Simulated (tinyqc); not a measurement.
Coupled-perturbed Hartree-Fock on RHF in the sto-3g basis, for NH3, spin multiplicity 1, step by step (part 1 of 2). Computed by tinyqc, a small Python program that keeps every step (integrals from PySCF). Settings: charge = 0, multiplicity = 1, basis = sto-3g, method = RHF, energy threshold = 1e-10, iteration cap = 68, orthogonalisation = symmetric, start = core, DIIS depth = 6. Command: `OMP_NUM_THREADS=1 python tinyqc.py 20819 20820 out.jsonl` (the two numbers bound the seeds that draw the settings). One thread of a shared host (Intel(R) Xeon(R) Processor @ 2.60GHz), about 0.3 s of CPU time with the checks. The early iterations of the SCF are left out here.

## One-electron integrals

Geometry (angstrom):
```
atom         x         y        z
N      0.00000   0.00000  0.33800
H      1.07100   0.00000  0.00000
H     -0.53600   0.92800  0.00000
H     -0.53600  -0.92800  0.00000
```

Basis sto-3g: exponents (1/bohr^2) and contraction coefficients of normalised primitives:
```
element  l (shell)  exponent  coefficient
N            s (1)  99.10617      0.15433
N            s (1)  18.05231      0.53533
N            s (1)   4.88566      0.44463
N            s (2)   3.78046     -0.09997
N            s (2)   0.87850      0.39951
N            s (2)   0.28571      0.70012
N            p (3)   3.78046      0.15592
N            p (3)   0.87850      0.60768
N            p (3)   0.28571      0.39196
H            s (1)   3.42525      0.15433
H            s (1)   0.62391      0.53533
H            s (1)   0.16886      0.44463
```

Overlap, kinetic and nuclear-attraction integrals over the contracted functions; the nuclear repulsion is the sum of Za Zb / Rab.

nuclear repulsion = 10.7466373 hartree

overlap S:
```
          1N 1s    1N 2s    1N 2px    1N 2py    1N 2pz     2H 1s     3H 1s     4H 1s
1N 1s   1.00000  0.23504   0.00000   0.00000   0.00000   0.04493   0.04486   0.04486
1N 2s   0.23504  1.00000   0.00000   0.00000   0.00000   0.42811   0.42774   0.42774
1N 2px  0.00000  0.00000   1.00000   0.00000   0.00000   0.38067  -0.19029  -0.19029
1N 2py  0.00000  0.00000   0.00000   1.00000   0.00000   0.00000   0.32945  -0.32945
1N 2pz  0.00000  0.00000   0.00000   0.00000   1.00000  -0.12014  -0.11999  -0.11999
2H 1s   0.04493  0.42811   0.38067   0.00000  -0.12014   1.00000   0.15038   0.15038
3H 1s   0.04486  0.42774  -0.19029   0.32945  -0.11999   0.15038   1.00000   0.15031
4H 1s   0.04486  0.42774  -0.19029  -0.32945  -0.11999   0.15038   0.15031   1.00000
```

kinetic energy T (hartree):
```
           1N 1s     1N 2s    1N 2px    1N 2py    1N 2pz     2H 1s     3H 1s     4H 1s
1N 1s   21.99075  -0.12842   0.00000   0.00000   0.00000  -0.01001  -0.01002  -0.01002
1N 2s   -0.12842   0.60699   0.00000   0.00000   0.00000   0.08272   0.08251   0.08251
1N 2px   0.00000   0.00000   1.89936   0.00000   0.00000   0.20162  -0.10067  -0.10067
1N 2py   0.00000   0.00000   0.00000   1.89936   0.00000   0.00000   0.17429  -0.17429
1N 2pz   0.00000   0.00000   0.00000   0.00000   1.89936  -0.06363  -0.06348  -0.06348
2H 1s   -0.01001   0.08272   0.20162   0.00000  -0.06363   0.76003  -0.00762  -0.00762
3H 1s   -0.01002   0.08251  -0.10067   0.17429  -0.06348  -0.00762   0.76003  -0.00763
4H 1s   -0.01002   0.08251  -0.10067  -0.17429  -0.06348  -0.00762  -0.00763   0.76003
```

nuclear attraction V (hartree):
```
            1N 1s     1N 2s    1N 2px    1N 2py    1N 2pz     2H 1s     3H 1s     4H 1s
1N 1s   -47.59899  -5.76506  -0.00001   0.00000   0.01160  -1.12579  -1.12407  -1.12407
1N 2s    -5.76506  -8.26054  -0.00009   0.00000   0.13884  -2.84554  -2.84252  -2.84252
1N 2px   -0.00001  -0.00009  -8.24260   0.00000   0.00004  -2.28765   1.14325   1.14325
1N 2py    0.00000   0.00000   0.00000  -8.24243   0.00000   0.00000  -1.97937   1.97937
1N 2pz    0.01160   0.13884   0.00004   0.00000  -8.12861   0.75648   0.75542   0.75542
2H 1s    -1.12579  -2.84554  -2.28765   0.00000   0.75648  -5.03239  -0.84285  -0.84285
3H 1s    -1.12407  -2.84252   1.14325  -1.97937   0.75542  -0.84285  -5.03066  -0.84228
4H 1s    -1.12407  -2.84252   1.14325   1.97937   0.75542  -0.84285  -0.84228  -5.03066
```

core Hamiltonian H = T + V (hartree):
```
            1N 1s     1N 2s    1N 2px    1N 2py    1N 2pz     2H 1s     3H 1s     4H 1s
1N 1s   -25.60824  -5.89348  -0.00001   0.00000   0.01160  -1.13581  -1.13409  -1.13409
1N 2s    -5.89348  -7.65355  -0.00009   0.00000   0.13884  -2.76282  -2.76001  -2.76001
1N 2px   -0.00001  -0.00009  -6.34324   0.00000   0.00004  -2.08603   1.04259   1.04259
1N 2py    0.00000   0.00000   0.00000  -6.34307   0.00000   0.00000  -1.80508   1.80508
1N 2pz    0.01160   0.13884   0.00004   0.00000  -6.22925   0.69285   0.69194   0.69194
2H 1s    -1.13581  -2.76282  -2.08603   0.00000   0.69285  -4.27236  -0.85047  -0.85047
3H 1s    -1.13409  -2.76001   1.04259  -1.80508   0.69194  -0.85047  -4.27063  -0.84992
4H 1s    -1.13409  -2.76001   1.04259   1.80508   0.69194  -0.85047  -0.84992  -4.27063
```

## Two-electron integrals

Functions are numbered as in S; the eight-fold symmetry (ij|kl) = (ji|kl) = (kl|ij) leaves the list below.

Two-electron integrals (ij|kl) in chemists' order, unique and non-zero (hartree):
```
(11|11) 4.16663    (21|11) 0.64085    (21|21) 0.11746    (22|11) 0.96986
(22|21) 0.22094    (22|22) 0.70825    (31|31) 0.02096    (32|31) 0.03245
(32|32) 0.15645    (33|11) 0.96712    (33|21) 0.22098    (33|22) 0.70809
(33|33) 0.76280    (41|41) 0.02096    (42|41) 0.03245    (42|42) 0.15645
(43|43) 0.04112    (44|11) 0.96712    (44|21) 0.22098    (44|22) 0.70809
(44|33) 0.68057    (44|44) 0.76280    (51|51) 0.02096    (52|51) 0.03245
(52|52) 0.15645    (53|53) 0.04112    (54|54) 0.04112    (55|11) 0.96712
(55|21) 0.22098    (55|22) 0.70809    (55|33) 0.68057    (55|44) 0.68057
(55|55) 0.76280    (61|11) 0.12384    (61|21) 0.02253    (61|22) 0.04220
(61|31) 0.00112    (61|32) 0.00212    (61|33) 0.04239    (61|44) 0.04209
(61|51) -0.00035   (61|52) -0.00067   (61|53) -0.00009   (61|55) 0.04212
(61|61) 0.00440    (62|11) 0.31114    (62|21) 0.07180    (62|22) 0.25529
(62|31) 0.00574    (62|32) 0.04420    (62|33) 0.26425    (62|44) 0.24998
(62|51) -0.00181   (62|52) -0.01395   (62|53) -0.00450   (62|55) 0.25140
(62|61) 0.01417    (62|62) 0.11857    (63|11) 0.23746    (63|21) 0.05547
(63|22) 0.20994    (63|31) 0.01107    (63|32) 0.07602    (63|33) 0.22865
(63|44) 0.19992    (63|51) -0.00122   (63|52) -0.01072   (63|53) -0.00628
(63|55) 0.20102    (63|61) 0.01142    (63|62) 0.11709    (63|63) 0.12925
(64|41) 0.00720    (64|42) 0.04205    (64|43) 0.00884    (64|54) -0.00279
(64|64) 0.01541    (65|11) -0.07494   (65|21) -0.01751   (65|22) -0.06626
(65|31) -0.00122   (65|32) -0.01072   (65|33) -0.06658   (65|44) -0.06309
(65|51) 0.00759    (65|52) 0.04544    (65|53) 0.00994    (65|55) -0.06902
(65|61) -0.00360   (65|62) -0.03695   (65|63) -0.03592   (65|65) 0.02675
(66|11) 0.46183    (66|21) 0.10827    (66|22) 0.44060    (66|31) 0.01080
(66|32) 0.11421    (66|33) 0.47563    (66|44) 0.42004    (66|51) -0.00341
(66|52) -0.03604   (66|53) -0.01755   (66|55) 0.42557    (66|61) 0.02159
(66|62) 0.26105    (66|63) 0.28872    (66|65) -0.09112   (66|66) 0.77461
(71|11) 0.12365    (71|21) 0.02250    (71|22) 0.04213    (71|31) -0.00056
(71|32) -0.00106   (71|33) 0.04210    (71|41) 0.00097    (71|42) 0.00183
(71|43) -0.00013   (71|44) 0.04225    (71|51) -0.00035   (71|52) -0.00067
(71|53) 4.70e-05   (71|54) -0.00008   (71|55) 0.04206    (71|61) 0.00429
(71|62) 0.01353    (71|63) 0.01023    (71|64) 0.00040    (71|65) -0.00345
(71|66) 0.02034    (71|71) 0.00438    (72|11) 0.31080    (72|21) 0.07172
(72|22) 0.25503    (72|31) -0.00287   (72|32) -0.02209   (72|33) 0.25329
(72|41) 0.00496    (72|42) 0.03824    (72|43) -0.00618   (72|44) 0.26042
(72|51) -0.00181   (72|52) -0.01393   (72|53) 0.00225    (72|54) -0.00390
(72|55) 0.25114    (72|61) 0.01354    (72|62) 0.08933    (72|63) 0.06818
(72|64) 0.01011    (72|65) -0.02704   (72|66) 0.15579    (72|71) 0.01414
(72|72) 0.11835    (73|11) -0.11867   (73|21) -0.02772   (73|22) -0.10492
(73|31) 0.00816    (73|32) 0.05050    (73|33) -0.11013   (73|41) -0.00167
(73|42) -0.01470   (73|43) 0.01004    (73|44) -0.10406   (73|51) 0.00061
(73|52) 0.00535    (73|53) -0.00366   (73|54) 0.00151    (73|55) -0.10046
(73|61) -0.00477   (73|62) -0.02536   (73|63) -0.00902   (73|64) -0.00217
(73|65) 0.00751    (73|66) -0.03465   (73|71) -0.00570   (73|72) -0.05847
(73|73) 0.04382    (74|11) 0.20545    (74|21) 0.04799    (74|22) 0.18166
(74|31) -0.00167   (74|32) -0.01470   (74|33) 0.17538    (74|41) 0.01009
(74|42) 0.06746    (74|43) -0.00856   (74|44) 0.19545    (74|51) -0.00105
(74|52) -0.00927   (74|53) 0.00151    (74|54) -0.00540   (74|55) 0.17394
(74|61) 0.00906    (74|62) 0.06411    (74|63) 0.04861    (74|64) 0.01781
(74|65) -0.01904   (74|66) 0.11264    (74|71) 0.00987    (74|72) 0.10123
(74|73) -0.04924   (74|74) 0.10063    (75|11) -0.07483   (75|21) -0.01748
(75|22) -0.06616   (75|31) 0.00061    (75|32) 0.00535    (75|33) -0.06388
(75|41) -0.00105   (75|42) -0.00927   (75|43) 0.00151    (75|44) -0.06562
(75|51) 0.00758    (75|52) 0.04538    (75|53) -0.00496   (75|54) 0.00860
(75|55) -0.06892   (75|61) -0.00345   (75|62) -0.02704   (75|63) -0.02024
(75|64) -0.00302   (75|65) 0.01907    (75|66) -0.05062   (75|71) -0.00359
(75|72) -0.03687   (75|73) 0.01793    (75|74) -0.03105   (75|75) 0.02669
(76|11) 0.08847    (76|21) 0.02055    (76|22) 0.07767    (76|31) 0.00066
(76|32) 0.00575    (76|33) 0.07787    (76|41) 0.00114    (76|42) 0.00996
(76|43) 0.00034    (76|44) 0.07827    (76|51) -0.00083   (76|52) -0.00726
(76|53) -0.00088   (76|54) -0.00152   (76|55) 0.07679    (76|61) 0.00399
(76|62) 0.03396    (76|63) 0.03111    (76|64) 0.00351    (76|65) -0.01174
(76|66) 0.07316    (76|71) 0.00399    (76|72) 0.03393    (76|73) -0.01252
(76|74) 0.02868    (76|75) -0.01172   (76|76) 0.01195    (77|11) 0.46159
(77|21) 0.10821    (77|22) 0.44042    (77|31) -0.00540   (77|32) -0.05709
(77|33) 0.43376    (77|41) 0.00935    (77|42) 0.09885    (77|43) -0.02407
(77|44) 0.46153    (77|51) -0.00340   (77|52) -0.03600   (77|53) 0.00877
(77|54) -0.01518   (77|55) 0.42539    (77|61) 0.02036    (77|62) 0.15589
(77|63) 0.11490    (77|64) 0.02635    (77|65) -0.05066   (77|66) 0.28353
(77|71) 0.02155    (77|72) 0.26077    (77|73) -0.14428   (77|74) 0.24980
(77|75) -0.09098   (77|76) 0.07316    (77|77) 0.77461    (81|11) 0.12365
(81|21) 0.02250    (81|22) 0.04213    (81|31) -0.00056   (81|32) -0.00106
(81|33) 0.04210    (81|41) -0.00097   (81|42) -0.00183   (81|43) 0.00013
(81|44) 0.04225    (81|51) -0.00035   (81|52) -0.00067   (81|53) 4.70e-05
(81|54) 0.00008    (81|55) 0.04206    (81|61) 0.00429    (81|62) 0.01353
(81|63) 0.01023    (81|64) -0.00040   (81|65) -0.00345   (81|66) 0.02034
(81|71) 0.00429    (81|72) 0.01352    (81|73) -0.00546   (81|74) 0.00865
(81|75) -0.00344   (81|76) 0.00385    (81|77) 0.02033    (81|81) 0.00438
(82|11) 0.31080    (82|21) 0.07172    (82|22) 0.25503    (82|31) -0.00287
(82|32) -0.02209   (82|33) 0.25329    (82|41) -0.00496   (82|42) -0.03824
(82|43) 0.00618    (82|44) 0.26042    (82|51) -0.00181   (82|52) -0.01393
(82|53) 0.00225    (82|54) 0.00390    (82|55) 0.25114    (82|61) 0.01354
(82|62) 0.08933    (82|63) 0.06818    (82|64) -0.01011   (82|65) -0.02704
(82|66) 0.15579    (82|71) 0.01352    (82|72) 0.08925    (82|73) -0.04283
(82|74) 0.05395    (82|75) -0.02701   (82|76) 0.02668    (82|77) 0.15575
(82|81) 0.01414    (82|82) 0.11835    (83|11) -0.11867   (83|21) -0.02772
(83|22) -0.10492   (83|31) 0.00816    (83|32) 0.05050    (83|33) -0.11013
(83|41) 0.00167    (83|42) 0.01470    (83|43) -0.01004   (83|44) -0.10406
(83|51) 0.00061    (83|52) 0.00535    (83|53) -0.00366   (83|54) -0.00151
(83|55) -0.10046   (83|61) -0.00477   (83|62) -0.02536   (83|63) -0.00902
(83|64) 0.00217    (83|65) 0.00751    (83|66) -0.03465   (83|71) -0.00546
(83|72) -0.04283   (83|73) 0.03120    (83|74) -0.02538   (83|75) 0.01273
(83|76) -0.00970   (83|77) -0.08025   (83|81) -0.00570   (83|82) -0.05847
(83|83) 0.04382    (84|11) -0.20545   (84|21) -0.04799   (84|22) -0.18166
(84|31) 0.00167    (84|32) 0.01470    (84|33) -0.17538   (84|41) 0.01009
(84|42) 0.06746    (84|43) -0.00856   (84|44) -0.19545   (84|51) 0.00105
(84|52) 0.00927    (84|53) -0.00151   (84|54) -0.00540   (84|55) -0.17394
(84|61) -0.00906   (84|62) -0.06411   (84|63) -0.04861   (84|64) 0.01781
(84|65) 0.01904    (84|66) -0.11264   (84|71) -0.00865   (84|72) -0.05395
(84|73) 0.02538    (84|74) -0.02240   (84|75) 0.01600    (84|76) -0.01679
(84|77) -0.08628   (84|81) -0.00987   (84|82) -0.10123   (84|83) 0.04924
(84|84) 0.10063    (85|11) -0.07483   (85|21) -0.01748   (85|22) -0.06616
(85|31) 0.00061    (85|32) 0.00535    (85|33) -0.06388   (85|41) 0.00105
(85|42) 0.00927    (85|43) -0.00151   (85|44) -0.06562   (85|51) 0.00758
(85|52) 0.04538    (85|53) -0.00496   (85|54) -0.00860   (85|55) -0.06892
(85|61) -0.00345   (85|62) -0.02704   (85|63) -0.02024   (85|64) 0.00302
(85|65) 0.01907    (85|66) -0.05062   (85|71) -0.00344   (85|72) -0.02701
(85|73) 0.01273    (85|74) -0.01600   (85|75) 0.01905    (85|76) -0.00894
(85|77) -0.05060   (85|81) -0.00359   (85|82) -0.03687   (85|83) 0.01793
(85|84) 0.03105    (85|85) 0.02669    (86|11) 0.08847    (86|21) 0.02055
(86|22) 0.07767    (86|31) 0.00066    (86|32) 0.00575    (86|33) 0.07787
(86|41) -0.00114   (86|42) -0.00996   (86|43) -0.00034   (86|44) 0.07827
(86|51) -0.00083   (86|52) -0.00726   (86|53) -0.00088   (86|54) 0.00152
(86|55) 0.07679    (86|61) 0.00399    (86|62) 0.03396    (86|63) 0.03111
(86|64) -0.00351   (86|65) -0.01174   (86|66) 0.07316    (86|71) 0.00385
(86|72) 0.02668    (86|73) -0.00970   (86|74) 0.01679    (86|75) -0.00894
(86|76) 0.00963    (86|77) 0.04710    (86|81) 0.00399    (86|82) 0.03393
(86|83) -0.01252   (86|84) -0.02868   (86|85) -0.01172   (86|86) 0.01195
(87|11) 0.08841    (87|21) 0.02053    (87|22) 0.07762    (87|31) -0.00132
(87|32) -0.01150   (87|33) 0.07842    (87|44) 0.07762    (87|51) -0.00083
(87|52) -0.00725   (87|53) 0.00176    (87|55) 0.07674    (87|61) 0.00385
(87|62) 0.02669    (87|63) 0.01939    (87|65) -0.00894   (87|66) 0.04708
(87|71) 0.00398    (87|72) 0.03391    (87|73) -0.01858   (87|74) 0.02516
(87|75) -0.01172   (87|76) 0.00963    (87|77) 0.07312    (87|81) 0.00398
(87|82) 0.03391    (87|83) -0.01858   (87|84) -0.02516   (87|85) -0.01172
(87|86) 0.00963    (87|87) 0.01194    (88|11) 0.46159    (88|21) 0.10821
(88|22) 0.44042    (88|31) -0.00540   (88|32) -0.05709   (88|33) 0.43376
(88|41) -0.00935   (88|42) -0.09885   (88|43) 0.02407    (88|44) 0.46153
(88|51) -0.00340   (88|52) -0.03600   (88|53) 0.00877    (88|54) 0.01518
(88|55) 0.42539    (88|61) 0.02036    (88|62) 0.15589    (88|63) 0.11490
(88|64) -0.02635   (88|65) -0.05066   (88|66) 0.28353    (88|71) 0.02033
(88|72) 0.15575    (88|73) -0.08025   (88|74) 0.08628    (88|75) -0.05060
(88|76) 0.04710    (88|77) 0.28348    (88|81) 0.02155    (88|82) 0.26077
(88|83) -0.14428   (88|84) -0.24980   (88|85) -0.09098   (88|86) 0.07316
(88|87) 0.07312    (88|88) 0.77461
```

## Orthogonalisation

S = U s U^T; symmetric (Loewdin) form X = U s^(-1/2) U^T, so that X^T S X = 1.

eigenvalues of S: 0.34108  0.45259  0.45290  0.92941  1.05251  1.39678  1.39701  1.97772

X:
```
           1N 1s     1N 2s    1N 2px    1N 2py    1N 2pz     2H 1s     3H 1s     4H 1s
1N 1s    1.02468  -0.14836  -0.00001   0.00000   0.00727   0.02125   0.02124   0.02124
1N 2s   -0.14836   1.29022   0.00014   0.00000  -0.07374  -0.26128  -0.26090  -0.26090
1N 2px  -0.00001   0.00014   1.11526   0.00000  -0.00005  -0.25816   0.12899   0.12899
1N 2py   0.00000   0.00000   0.00000   1.11508   0.00000   0.00000  -0.22332   0.22332
1N 2pz   0.00727  -0.07374  -0.00005   0.00000   1.02024   0.07199   0.07186   0.07186
2H 1s    0.02125  -0.26128  -0.25816   0.00000   0.07199   1.17838  -0.03897  -0.03897
3H 1s    0.02124  -0.26090   0.12899  -0.22332   0.07186  -0.03897   1.17802  -0.03895
4H 1s    0.02124  -0.26090   0.12899   0.22332   0.07186  -0.03897  -0.03895   1.17802
```

## Starting guess

The start is the orbitals of the core Hamiltonian; D = 2 C_occ C_occ^T.

D at the start:
```
           1N 1s     1N 2s    1N 2px    1N 2py    1N 2pz     2H 1s     3H 1s     4H 1s
1N 1s    2.13782  -0.62998  -0.00005   0.00000   0.03922   0.07861   0.07853   0.07853
1N 2s   -0.62998   2.86475   0.00039   0.00000  -0.23617  -0.34714  -0.34672  -0.34672
1N 2px  -0.00005   0.00039   2.39001   0.00000  -0.00015  -0.42656   0.21314   0.21314
1N 2py   0.00000   0.00000   0.00000   2.38943   0.00000   0.00000  -0.36900   0.36900
1N 2pz   0.03922  -0.23617  -0.00015   0.00000   2.07197   0.12698   0.12678   0.12678
2H 1s    0.07861  -0.34714  -0.42656   0.00000   0.12698   0.12289   0.00868   0.00868
3H 1s    0.07853  -0.34672   0.21314  -0.36900   0.12678   0.00868   0.12267   0.00870
4H 1s    0.07853  -0.34672   0.21314   0.36900   0.12678   0.00868   0.00870   0.12267
```

## Iteration 8 (converged): orbitals

converged F (hartree):
```
            1N 1s     1N 2s    1N 2px    1N 2py    1N 2pz     2H 1s     3H 1s     4H 1s
1N 1s   -15.29056  -3.88878  -0.00001   0.00000   0.02094  -0.75635  -0.75522  -0.75522
1N 2s    -3.88878  -1.86950  -0.00013   0.00000   0.06778  -0.73494  -0.73422  -0.73422
1N 2px   -0.00001  -0.00013  -0.23677   0.00000   0.00007  -0.41674   0.20834   0.20834
1N 2py    0.00000   0.00000   0.00000  -0.23651   0.00000   0.00000  -0.36074   0.36074
1N 2pz    0.02094   0.06778   0.00007   0.00000  -0.29655   0.16350   0.16334   0.16334
2H 1s    -0.75635  -0.73494  -0.41674   0.00000   0.16350  -0.41528  -0.21700  -0.21700
3H 1s    -0.75522  -0.73422   0.20834  -0.36074   0.16334  -0.21700  -0.41471  -0.21683
4H 1s    -0.75522  -0.73422   0.20834   0.36074   0.16334  -0.21700  -0.21683  -0.41471
```

Diagonalise F' = X^T F X, C = X C', fill 5 alpha and 5 beta electrons from the bottom; D = 2 C_occ C_occ^T. Each column has its largest component positive (the first on a tie).

F' = X^T F X (hartree):
```
           1         2         3         4         5         6         7         8
1  -14.99919  -2.06443   0.00000   0.00000   0.03964  -0.09104  -0.09073  -0.09073
2   -2.06443  -0.82003   0.00006   0.00000  -0.07964  -0.40628  -0.40581  -0.40581
3    0.00000   0.00006   0.04557   0.00000  -0.00001  -0.47702   0.23845   0.23845
4    0.00000   0.00000   0.00000   0.04550   0.00000   0.00000  -0.41283   0.41283
5    0.03964  -0.07964  -0.00001   0.00000  -0.24562   0.14578   0.14559   0.14559
6   -0.09104  -0.40628  -0.47702   0.00000   0.14578   0.02523  -0.05047  -0.05047
7   -0.09073  -0.40581   0.23845  -0.41283   0.14559  -0.05047   0.02507  -0.05041
8   -0.09073  -0.40581   0.23845   0.41283   0.14559  -0.05047  -0.05041   0.02507
```

orbital energies (hartree): MO1 -15.29800, MO2 -1.01798, MO3 -0.52375, MO4 -0.52353, MO5 -0.32405, MO6 0.49940, MO7 0.64452, MO8 0.64500

coefficients C:
```
             MO1       MO2       MO3       MO4       MO5       MO6       MO7       MO8
1N 1s    0.99371  -0.22182   0.00006   0.00000  -0.07591  -0.17598   0.00000  -0.00034
1N 2s    0.02884   0.77218  -0.00032   0.00000   0.37994   1.07474   0.00000   0.00231
1N 2px   0.00000   0.00014   0.57807   0.00000   0.00014  -0.00169   0.00000   1.00477
1N 2py   0.00000   0.00000   0.00000   0.57811   0.00000   0.00000   1.00446   0.00000
1N 2pz  -0.00336  -0.09393  -0.00016   0.00000   0.91361  -0.46731   0.00000  -0.00096
2H 1s   -0.00550   0.16258   0.50874   0.00000  -0.13187  -0.65710   0.00000  -0.89316
3H 1s   -0.00549   0.16236  -0.25451   0.44070  -0.13198  -0.65897  -0.77211   0.44471
4H 1s   -0.00549   0.16236  -0.25451  -0.44070  -0.13198  -0.65897   0.77211   0.44471
```

D after iteration 8:
```
           1N 1s     1N 2s    1N 2px    1N 2py    1N 2pz     2H 1s     3H 1s     4H 1s
1N 1s    2.08485  -0.34293  -0.00001   0.00000  -0.10370  -0.06297  -0.06293  -0.06293
1N 2s   -0.34293   1.48290  -0.00005   0.00000   0.54898   0.15023   0.15029   0.15029
1N 2px  -0.00001  -0.00005   0.66834   0.00000   0.00004   0.58818  -0.29424  -0.29424
1N 2py   0.00000   0.00000   0.00000   0.66842   0.00000   0.00000   0.50955  -0.50955
1N 2pz  -0.10370   0.54898   0.00004   0.00000   1.68703  -0.27163  -0.27154  -0.27154
2H 1s   -0.06297   0.15023   0.58818   0.00000  -0.27163   0.60533  -0.17129  -0.17129
3H 1s   -0.06293   0.15029  -0.29424   0.50955  -0.27154  -0.17129   0.60560  -0.17127
4H 1s   -0.06293   0.15029  -0.29424  -0.50955  -0.27154  -0.17129  -0.17127   0.60560
```
